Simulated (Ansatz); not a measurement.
Boron trifluoride, 4 atoms. Charge 0, multiplicity 1. All runs use 4 threads of an Intel Xeon 6975P-C on a shared host. Correlated methods freeze the cores. Open-shell runs search over several starts.

**Question.** Give the basis size and wall time and peak host memory of each of these runs in Ansatz. RKS PBE0-D4/def2-SVP energy; UHF-MP2/def2-QZVPP energy of the cation; RKS PBE0-D4/def2-TZVP relaxation (4 steps); UKS B3LYP-D4/def2-TZVPP energy of the cation; RHF-CCSD(T)/def2-SVP energy; RKS ωB97X-V/def2-TZVPP energy; UHF-CCSD(T)/def2-TZVPP energy of the cation; UKS PBE-D4/def2-TZVPP energy of the cation; RKS ωB97M-V/def2-SVP energy; UKS ωB97X-V/def2-TZVPP energy of the cation; RKS PBE0-D4/def2-QZVPP energy; UKS PBE0-D4/def2-TZVPP energy of the cation. (Estimate.)

**Answer.** Computed: Other jobs shared the machine, so times are rough.

```csv
level,job,functions,wall time,peak host memory (GiB)
RKS PBE0-D4/def2-SVP,energy,56,0.2 s,0.11
RHF-CCSD(T)/def2-SVP,energy,56,0.35 s,0.14
RKS ωB97M-V/def2-SVP,energy,56,0.65 s,0.16
RKS ωB97X-V/def2-TZVPP,energy,124,0.75 s,0.23
UKS PBE0-D4/def2-TZVPP,energy of the cation,124,0.75 s,0.23
RKS PBE0-D4/def2-QZVPP,energy,228,0.95 s,0.42
UKS B3LYP-D4/def2-TZVPP,energy of the cation,124,1.1 s,0.23
RKS PBE0-D4/def2-TZVP,relaxation (4 steps),124,2.3 s,0.19
UKS PBE-D4/def2-TZVPP,energy of the cation,124,4.2 s,0.24
UKS ωB97X-V/def2-TZVPP,energy of the cation,124,6 s,0.39
UHF-CCSD(T)/def2-TZVPP,energy of the cation,124,14 s,1.1
UHF-MP2/def2-QZVPP,energy of the cation,228,20 s,0.64
```

B3LYP here is the variant with VWN-RPA as its local correlation; programs differ in this.
